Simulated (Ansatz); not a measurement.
## Nudged elastic band run: C2H6Si

The input (input.yaml):

```yaml
crystal:
  periodic: [false, false, false]
  atoms:
    - { symbol: C, position_ang: [-0.581546, 0.502335, -0.559035] }
    - { symbol: C, position_ang: [0.425955, -0.610103, -0.131377] }
    - { symbol: Si, position_ang: [1.537229, -0.168221, 1.374208] }
    - { symbol: H, position_ang: [-1.207035, 0.172491, -1.404878] }
    - { symbol: H, position_ang: [-0.056565, 1.417874, -0.876432] }
    - { symbol: H, position_ang: [-1.251689, 0.771588, 0.272493] }
    - { symbol: H, position_ang: [1.025602, -0.894068, -1.010291] }
    - { symbol: H, position_ang: [-0.157294, -1.508497, 0.14352] }
    - { symbol: H, position_ang: [0.353843, 0.2703, 2.174692] }
basis:
  gaussian: { orbitals: STO-3G }
hamiltonian:
  xc: b3lyp
neb:
  order_check: false
  images: 5
  f_tol: 0.03
  max_iterations: 60
  final_atoms:
    - { symbol: C, position_ang: [-0.64430985, 0.79770826, -0.76273306] }
    - { symbol: C, position_ang: [0.28227859, -0.35630838, -0.37805681] }
    - { symbol: Si, position_ang: [0.68600177, -0.82276271, 1.18683281] }
    - { symbol: H, position_ang: [-1.48730441, 0.44585914, -1.38570366] }
    - { symbol: H, position_ang: [-0.1118374, 1.56414082, -1.35621296] }
    - { symbol: H, position_ang: [-1.06976253, 1.29874161, 0.12126229] }
    - { symbol: H, position_ang: [0.69809824, -0.8971192, -1.236241] }
    - { symbol: H, position_ang: [1.57079562, -1.93011405, 1.44617693] }
    - { symbol: H, position_ang: [0.16453997, -0.14644649, 2.34757545] }
  initial_path:
    images:
      - { positions_ang: [[-0.581546, 0.502335, -0.559035], [0.425955, -0.610103, -0.131377], [1.537229, -0.168221, 1.374208], [-1.207035, 0.172491, -1.404878], [-0.056565, 1.417874, -0.876432], [-1.251689, 0.771588, 0.272493], [1.025602, -0.894068, -1.010291], [-0.157294, -1.508497, 0.14352], [0.353843, 0.2703, 2.174692]] }
      - { positions_ang: [[-0.60442429, 0.53735338, -0.58778581], [0.29243704, -0.60384182, -0.1436948], [1.40662284, -0.22436314, 1.33854431], [-1.22478975, 0.2519721, -1.4401112], [-0.03005784, 1.41842677, -0.91926261], [-1.27183607, 0.88519059, 0.22356269], [0.89369855, -0.93451068, -1.0056647], [0.24900228, -1.61615068, 0.23585109], [0.37784724, 0.23962247, 2.28146103]] }
      - { positions_ang: [[-0.62730258, 0.57237176, -0.61653662], [0.15891908, -0.59758063, -0.15601261], [1.27601668, -0.28050529, 1.30288061], [-1.24254451, 0.3314532, -1.47534439], [-0.00355068, 1.41897954, -0.96209323], [-1.29198314, 0.99879319, 0.17463238], [0.76179511, -0.97495336, -1.0010384], [0.65529857, -1.72380436, 0.32818217], [0.40185147, 0.20894495, 2.38823007]] }
      - { positions_ang: [[-0.65018088, 0.60739014, -0.64528742], [0.02540112, -0.59131945, -0.16833041], [1.14541052, -0.33664743, 1.26721692], [-1.26029926, 0.41093431, -1.51057759], [0.02295648, 1.41953231, -1.00492384], [-1.31213021, 1.11239578, 0.12570208], [0.62989166, -1.01539605, -0.9964121], [1.06159485, -1.83145804, 0.42051326], [0.42585571, 0.17826742, 2.4949991]] }
      - { positions_ang: [[-0.64822387, 0.67082951, -0.68443597], [0.11102694, -0.51298242, -0.23823921], [0.99227427, -0.49868586, 1.24042222], [-1.33596764, 0.42257592, -1.46895295], [-0.02197482, 1.46773515, -1.12202021], [-1.23134098, 1.17451106, 0.12422215], [0.65262719, -0.97597043, -1.07635506], [1.23132844, -1.86434338, 0.76240115], [0.33875047, 0.07002945, 2.44585788]] }
      - { positions_ang: [[-0.64626686, 0.73426888, -0.72358452], [0.19665276, -0.4346454, -0.30814801], [0.83913802, -0.66072429, 1.21362752], [-1.41163603, 0.43421753, -1.4273283], [-0.06690611, 1.51593799, -1.23911659], [-1.15055175, 1.23662633, 0.12274222], [0.67536272, -0.93654481, -1.15629803], [1.40106203, -1.89722871, 1.10428904], [0.25164522, -0.03820852, 2.39671667]] }
      - { positions_ang: [[-0.64430985, 0.79770826, -0.76273306], [0.28227859, -0.35630838, -0.37805681], [0.68600177, -0.82276271, 1.18683281], [-1.48730441, 0.44585914, -1.38570366], [-0.1118374, 1.56414082, -1.35621296], [-1.06976253, 1.29874161, 0.12126229], [0.69809824, -0.8971192, -1.236241], [1.57079562, -1.93011405, 1.44617693], [0.16453997, -0.14644649, 2.34757545]] }
```

Launched with:

```bash
$ ansatz run input.yaml --threads 1 --pin off --max-ram 2048MiB --backend cpu --events-out ev --progress --plain --runs-dir out
```

Output, in part (warnings, iteration lines, the closing report on the highest movable image, with atoms numbered from 0):

```
NEB end point (image 0): max|allowed force component| = 1.775e-2 eV/Å (the criterion of neb.relax_end_points is 1.000e-2)
NEB end point (image 6): max|allowed force component| = 9.309e-3 eV/Å (the criterion of neb.relax_end_points is 1.000e-2)
NEB iter   1: max|band force component| = 5.252e0 eV/Å  barrier→ = 4.4680 eV  barrier← = 4.3727 eV  Δτ_max = 0.1925 Å  (152 SCF iters)
NEB iter   2: max|band force component| = 3.449e0 eV/Å  barrier→ = 2.9249 eV  barrier← = 2.8296 eV  Δτ_max = 0.1994 Å  (124 SCF iters)
NEB iter   3: max|band force component| = 1.820e0 eV/Å  barrier→ = 2.0605 eV  barrier← = 1.9652 eV  Δτ_max = 0.1959 Å  (123 SCF iters)
NEB iter   4: max|band force component| = 8.977e-1 eV/Å  barrier→ = 1.7717 eV  barrier← = 1.6764 eV  Δτ_max = 0.1182 Å  (122 SCF iters)
NEB iter   5: max|band force component| = 7.719e-1 eV/Å  barrier→ = 1.7153 eV  barrier← = 1.6200 eV  CI = image 3  Δτ_max = 0.1960 Å  (120 SCF iters)
NEB iter   6: max|band force component| = 6.458e-1 eV/Å  barrier→ = 1.9012 eV  barrier← = 1.8059 eV  CI = image 3  Δτ_max = 0.1591 Å  (124 SCF iters)
NEB iter   7: max|band force component| = 8.324e-1 eV/Å  barrier→ = 1.8923 eV  barrier← = 1.7970 eV  CI = image 3  Δτ_max = 0.0661 Å  (123 SCF iters)
NEB iter   8: max|band force component| = 3.339e-1 eV/Å  barrier→ = 1.8739 eV  barrier← = 1.7786 eV  CI = image 3  Δτ_max = 0.0270 Å  (122 SCF iters)
NEB iter   9: max|band force component| = 1.015e-1 eV/Å  barrier→ = 1.8713 eV  barrier← = 1.7760 eV  CI = image 3  Δτ_max = 0.0159 Å  (118 SCF iters)
NEB iter  10: max|band force component| = 5.765e-2 eV/Å  barrier→ = 1.8701 eV  barrier← = 1.7748 eV  CI = image 3  Δτ_max = 0.0365 Å  (117 SCF iters)
NEB iter  11: max|band force component| = 8.477e-2 eV/Å  barrier→ = 1.8686 eV  barrier← = 1.7733 eV  CI = image 3  Δτ_max = 0.0183 Å  (124 SCF iters)
NEB iter  12: max|band force component| = 5.194e-2 eV/Å  barrier→ = 1.8681 eV  barrier← = 1.7728 eV  CI = image 3  Δτ_max = 0.0183 Å  (125 SCF iters)
NEB iter  13: max|band force component| = 3.310e-2 eV/Å  barrier→ = 1.8676 eV  barrier← = 1.7723 eV  CI = image 3  Δτ_max = 0.0183 Å  (125 SCF iters)
NEB iter  14: max|band force component| = 5.554e-2 eV/Å  barrier→ = 1.8674 eV  barrier← = 1.7721 eV  CI = image 3  Δτ_max = 0.0091 Å  (126 SCF iters)
NEB iter  15: max|band force component| = 3.076e-2 eV/Å  barrier→ = 1.8672 eV  barrier← = 1.7719 eV  CI = image 3  Δτ_max = 0.0091 Å  (110 SCF iters)
NEB iter  16: max|band force component| = 2.248e-2 eV/Å  barrier→ = 1.8671 eV  barrier← = 1.7718 eV  CI = image 3  Δτ_max = 0.0000 Å  (208 SCF iters)
Total energy: -9928.74760026 eV, -364.8747443629 hartree
Atom 0 at    -0.635072     0.651892    -0.621866 Å, force     0.002889     0.006855    -0.006191 eV/Å
Atom 1 at     0.532897    -0.263424    -0.222178 Å, force     0.005002     0.000669     0.008464 eV/Å
Atom 2 at     1.301758    -0.629175     1.366460 Å, force    -0.003692    -0.003567    -0.007012 eV/Å
Atom 3 at    -1.427133     0.083615    -1.140438 Å, force    -0.002018    -0.001620     0.002916 eV/Å
Atom 4 at    -0.271183     1.417701    -1.332270 Å, force    -0.001800     0.000182    -0.000224 eV/Å
Atom 5 at    -1.075197     1.159649     0.249639 Å, force    -0.003575     0.000508    -0.002193 eV/Å
Atom 6 at     0.949915    -0.764064    -1.119915 Å, force    -0.000725    -0.003869     0.001411 eV/Å
Atom 7 at     0.474718    -1.722202     0.645670 Å, force     0.003591     0.003334     0.000532 eV/Å
Atom 8 at     0.237797     0.019708     2.157799 Å, force     0.000329    -0.002491     0.002297 eV/Å
Dipole moment:    -0.093596     0.075982    -0.258482 e Å
```

The run converged. A vibrational analysis at the climbing image gives one clearly imaginary mode, 1208i cm⁻¹: a first-order saddle point. The orbitals stay closed-shell, which can raise the energy where a bond breaks towards radicals; this wasn't checked here. Limits of this set-up: minimal basis.

Final band (atoms are numbered from 1 in the order of the input):

| image | path coordinate (Å) | energy (kcal/mol) | C2–H8 (Å) | Si3–H8 (Å) |
| --- | --- | --- | --- | --- |
| 0 | 0.00 | 0.0 | 1.11 | 2.49 |
| 1 | 0.55 | 0.9 | 1.11 | 2.41 |
| 2 | 1.11 | 16.3 | 1.21 | 1.91 |
| 3 | 1.66 | 43.1 | 1.70 | 1.55 |
| 4 | 2.29 | 25.3 | 2.21 | 1.44 |
| 5 | 2.91 | 7.8 | 2.58 | 1.43 |
| 6 | 3.54 | 2.2 | 2.73 | 1.44 |

Time of the run: 85 s on 1 thread of Arm Neoverse V2, with other jobs on the host, peak memory 0.1 GiB.
